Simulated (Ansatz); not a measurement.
Process, species as SMILES: C=CF → C=[C-]F + H+
B3LYP-D3(BJ)/def2-TZVP geometries, fixed; electronic energies without zero-point terms.

How fast the deprotonation energy converges with the basis for several methods (Ansatz, a first-principles code): deviation from each method's own reference, in kcal/mol. References: HF 405.79 kcal/mol, the value in aug-pcseg-3; MP2 398.00 kcal/mol, Hartree-Fock in aug-cc-pVQZ plus the correlation part extrapolated as X^-3 from aug-cc-pVTZ and aug-cc-pVQZ; PBE 395.34 kcal/mol, the value in aug-pcseg-3; PBE0 400.65 kcal/mol, the value in aug-pcseg-3; wB97M-V 394.86 kcal/mol, the value in aug-pcseg-3. Cartesian d functions, on some or all atoms, in 6-31G**; all else is spherical. In correlated methods cores are frozen. The proton leaves the site shown, which need not be the most acidic. No added dispersion term, no relativity. Functionals ending in -V hold VV10 correlation. 

| basis | functions | HF | MP2 | PBE | PBE0 | wB97M-V |
|---|---|---|---|---|---|---|
| 6-31G | 33 | 4.19 | 14.56 | 19.38 | 13.83 | 16.31 |
| 6-31G** | 60 | 13.49 | 23.75 | 23.94 | 19.38 | 21.63 |
| aug-pcseg-1 | 96 | -3.51 | -2.19 | -2.86 | -3.03 | -3.85 |
| aug-cc-pVDZ | 96 | -3.88 | -3.95 | -2.86 | -3.05 | -4.09 |
| def2-TZVP | 111 | 1.50 | 3.66 | 5.07 | 3.34 | 3.17 |
| pcseg-2 | 132 | 0.64 | 4.23 | 2.91 | 1.79 | 1.88 |
| 6-311++G(3df,3pd) | 171 | -0.36 | 0.96 | 0.28 | -0.02 | -0.55 |
| pcseg-3 | 279 | 0.12 | 1.49 | 0.75 | 0.35 | 0.36 |

Mean absolute deviation over def2-TZVP, pcseg-2, 6-311++G(3df,3pd): HF 0.83, PBE0 1.72, wB97M-V 1.87, PBE 2.75, MP2 2.95 kcal/mol.
